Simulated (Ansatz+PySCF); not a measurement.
The numbers below are computed, except where a source is named.
## PySCF 2.14.0 run

```python
from pyscf import gto, scf, mp

mol = gto.M(atom="""
O -0.010230 0.002600 -0.157370
H 0.014290 -0.046420 0.856070
""", basis='def2-svp', charge=0, spin=1)
mf = scf.UHF(mol)
mf.init_guess = 'minao'
mf.kernel()
while True:  # follow internal instabilities
    mo, _, stable, _ = mf.stability(return_status=True)
    if stable: break
    mf.kernel(mf.make_rdm1(mo, mf.mo_occ))
pt = mp.MP2(mf, frozen=1).run()
print(mf.e_tot, pt.e_corr, pt.e_tot)
print(-pt.nuc_grad_method().kernel() * 51.422067)  # forces in eV/Å
```

The script is written out from the run's settings.

The run gave:

* Converged: yes
* Reference energy: -75.32210 hartree
* Correlation energy: -0.14995 hartree
* Total energy: -75.47205 hartree
* Spin squared of the determinant: 0.756

Forces (eV/Å):
| atom | Fx | Fy | Fz |
| --- | --- | --- | --- |
| O1 | 0.046 | -0.092 | 1.903 |
| H2 | -0.046 | 0.092 | -1.903 |
